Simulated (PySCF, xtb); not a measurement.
Bonds broken one at a time in the series Si Cl-OH. Gas-phase values, no solvent. One relaxed conformer stands for each flexible species; it need not be the lowest. Strings in code marks are SMILES.

Quantity: homolytic bond dissociation enthalpy at 298 K (no spin–orbit term), in kcal/mol. Enthalpy corrections at 298 K come from GFN2-xTB frequencies (xtb).

Case: O–Si bond of `O[Si](O)(Cl)Cl` (H–O–Si–Cl torsion 59°, Cl–Si–O–H torsion -59°), giving `O[Si](Cl)Cl` (H–O–Si–Cl torsion 155°) and `[OH]`. Geometry of `O[Si](O)(Cl)Cl` (neutral, multiplicity 1, Å):

```xyz
7

O     -1.1948    -0.6134    -0.7908
Si    -0.0108     0.0556     0.0709
O      1.3566    -0.3901    -0.6526
Cl    -0.0608    -0.5735     2.0118
Cl    -0.1910     2.0877     0.1252
H     -2.1080    -0.4756    -0.5316
H      2.1989    -0.0988    -0.2980
```

Question: Give the homolytic bond dissociation enthalpy at 298 K (no spin–orbit term) at the level B3LYP-D3(BJ)/def2-TZVP // M06-2X/def2-TZVP (PySCF).

Answer: 126.8 kcal/mol.
